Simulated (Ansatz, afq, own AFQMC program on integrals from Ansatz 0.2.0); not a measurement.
# Si, triplet in 6-31G, levels against full CI

A free Si atom.

Basis 6-31G. Only valence electrons are correlated. Ansatz 0.2.0 and our own AFQMC program on the same integrals; the CISD trial comes from CCSD amplitudes, and released means the phaseless constraint is let go. Free AFQMC starts from the CCSD state and is never constrained. Its projection time is finite, and what remains of the start isn't in its error. Error bars are statistical, one sigma.

Determinant: UHF, the one that the program's search chose, which needn't be the lowest solution.

Full CI on the same integrals is exact in this basis and with this determinant's frozen core.

```
T1 diagnostic                               : 0.0054
weight of the determinant in the CISD state : 0.972
⟨S²⟩ of the determinant                     : 2.000
size of the correlated space                : 4 electrons in 8 orbitals
```

Reference: full CI, correlation energy -0.643 eV. The released energy is read at 1.50 1/Eh (meV from the phaseless value at times in 1/Eh: -0.20 ± 0.14 at 0.24, -0.16 ± 0.09 at 0.50, -0.07 ± 0.14 at 1.00, -0.26 ± 0.08 at 1.50).

| level | E − E(reference) (mEh) | share of correlation (%) |
| --- | --- | --- |
| HF | 23.63 | 0.00 |
| MP2 | 9.07 | 61.62 |
| CCSD | 0.17 | 99.27 |
| CCSD(T) | 0.05 | 99.79 |
| CCSDT | 0.00 | 100.00 |
| CCSDT(Q) | 0.00 | 100.00 |
| ph-AFQMC/HF | 1.08 ± 0.32 | 95.43 |
| ph-AFQMC/CISD | 0.01 ± 0.006 | 99.96 |
| released AFQMC | 0.00 ± 0.003 | 100.00 |
| free AFQMC | 0.00 ± 0.002 | 100.01 |

CCSDT and higher add their correlation energy to the determinant of the CCSD(T) run, since their own runs factorise the integrals more tightly (a shift of under 2 meV). Free projections are given only where their last times agree within the noise and don't stop above the reference; a slow remainder of the start can still hide under it. A walk keeps the symmetry of its determinant, which the program's search chose and which needn't be the lowest solution, so a lower state of the same spin and another symmetry isn't excluded. Released energies are given only where the last usable release times agree within the noise; a slower fall can still hide under it.
